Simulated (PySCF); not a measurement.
## XPS shifts beside NMR shieldings

Compound: C₃H₂FNS.
Atom-mapped SMILES: `[F:1][c:2]1[cH:3][cH:4][s:5][n:6]1`

Binding energies: delta-SCF UKS SCAN, pcX-2 on the ionised atom, pcseg-1 elsewhere, spin-free X2C in PySCF. Shieldings: GIAO PBE0/pcSseg-1, non-relativistic, same geometry.

```json
{"atom": "C2", "isotropic shielding (ppm)": "11.7"}
{"atom": "C3", "isotropic shielding (ppm)": "69.9"}
{"atom": "C4", "isotropic shielding (ppm)": "24.9"}
```

Question: What are the C 1s binding energies of these atoms?

Answer: 
```
atom                        environment  C 1s (eV)  isotropic shielding (ppm)
  C3                 aromatic CH carbon     291.27                       69.9
  C4  aromatic CH next to a ring sulfur     291.72                       24.9
  C2                aromatic C–F carbon     294.06                       11.7
```

Question: Among the listed atoms, is the one with the highest binding energy also the least shielded?

Answer: Yes: C2 has both (294.06 eV, 11.7 ppm).

By binding energy: C3 < C4 < C2. By shielding: C2 < C4 < C3.

Isolated species at its PBE0-D3(BJ)/def2-SVP geometry, gas phase.
